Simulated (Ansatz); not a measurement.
# BClFH3: the cost of one run

The runs use Ansatz 0.2.0, Gaussian basis; PBE0-D4/def2-SVP.

22 further runs of the same task are left out: 22 set aside as unsound or not needed.

## 1. The system as given

The first end: 6 atoms, charge 0, spin multiplicity 1.

Atoms are counted from 1 here; the program's logs count them from 0.

Bond lengths: B1–F2 1.325 Å, B1–H3 1.196 Å, B1–H4 1.196 Å, H5–Cl6 1.281 Å. Angles: F2–B1–H3 117.7°, F2–B1–H4 117.7°, H3–B1–H4 124.4°.

As a file:

```
B    -0.2496    0.3577   -0.8765
F     0.8055    1.0766   -0.5218
H    -0.0581   -0.6279   -1.5266
H    -1.3318    0.7792   -0.5895
H     0.9176   -0.4058    1.8567
Cl   -0.0836   -1.1797    1.6579
```

The second end:

```xyz
6

B    -0.6282   -0.2874   -0.4223
F     1.2527    1.0107    0.1852
H    -0.0621   -0.7253   -1.3699
H    -1.3273    0.6724   -0.4391
H     1.3740    0.5807    0.9956
Cl   -0.6093   -1.2512    1.0506
```

## 2. The band at PBE0-D4/def2-SVP

neb/in.yaml

```yaml
crystal:
  periodic: [false, false, false]
  atoms:
    - {symbol: B, position_ang: [-0.249633, 0.357738, -0.876455]}
    - {symbol: F, position_ang: [0.805464, 1.076624, -0.521848]}
    - {symbol: H, position_ang: [-0.058111, -0.627947, -1.526591]}
    - {symbol: H, position_ang: [-1.331767, 0.779150, -0.589526]}
    - {symbol: H, position_ang: [0.917583, -0.405827, 1.856663]}
    - {symbol: Cl, position_ang: [-0.083637, -1.179738, 1.657857]}
basis:
  gaussian: {orbitals: def2-SVP}
hamiltonian: {xc: pbe0, dispersion: d4}
neb:
  images: 5
  climbing: true
  max_iterations: 40
  initial_path: idpp
  final_atoms:
    - {symbol: B, position_ang: [-0.628168, -0.287364, -0.422278]}
    - {symbol: F, position_ang: [1.252733, 1.010666, 0.185199]}
    - {symbol: H, position_ang: [-0.062105, -0.725295, -1.369944]}
    - {symbol: H, position_ang: [-1.327304, 0.672432, -0.439132]}
    - {symbol: H, position_ang: [1.374045, 0.580734, 0.995613]}
    - {symbol: Cl, position_ang: [-0.609302, -1.251173, 1.050643]}
```

Launch:

```
> ansatz run in.yaml --threads 2 --pin off --events-out ev --progress --plain --max-ram 4352MiB
```

**Question.** How long does this run take on 2 threads of Intel Xeon Platinum 8488C, shared host?

About 56 s.
